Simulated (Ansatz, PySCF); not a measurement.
ammonia (H3N), SMILES N. Atoms are numbered in the order given.

```xyz
4

N      0.0000     0.0000     0.1075
H     -0.8137    -0.4698    -0.2717
H      0.0000     0.9395    -0.2717
H      0.8137    -0.4698    -0.2717
```
Charge 0, spin multiplicity 1.

The structure is a stationary point at PBE0-D3(BJ)/def2-TZVPD.

Two levels are set side by side: PBE-D3(BJ)/def2-TZVPD (PySCF) and PBE0-D3(BJ)/def2-TZVPD (Ansatz, a first-principles code). Each level has its own optimised geometry; the coordinates shown are those of the second. Frequencies come from the Hessian of PySCF at each geometry. Differences are taken from unrounded values.

```
quantity                            PBE0-D3(BJ)  PBE-D3(BJ)  PBE-D3(BJ) minus PBE0-D3(BJ)
----------------------------------  -----------  ----------  ----------------------------
mean bond length (Å)                      1.013       1.023                         0.010
bond N1–H2 (Å)                            1.013       1.023                         0.010
bond N1–H3 (Å)                            1.013       1.023                         0.010
bond N1–H4 (Å)                            1.013       1.023                         0.010
highest harmonic wavenumber (cm⁻¹)         3626        3499                          -127
mean harmonic wavenumber (cm⁻¹)            2518        2439                           -79
zero-point energy (kcal/mol)              21.60       20.92                         -0.68
```

GGA bonds tend to be longer and softer than those of functionals with exact exchange. Differences between two approximate levels are no errors against the true value.
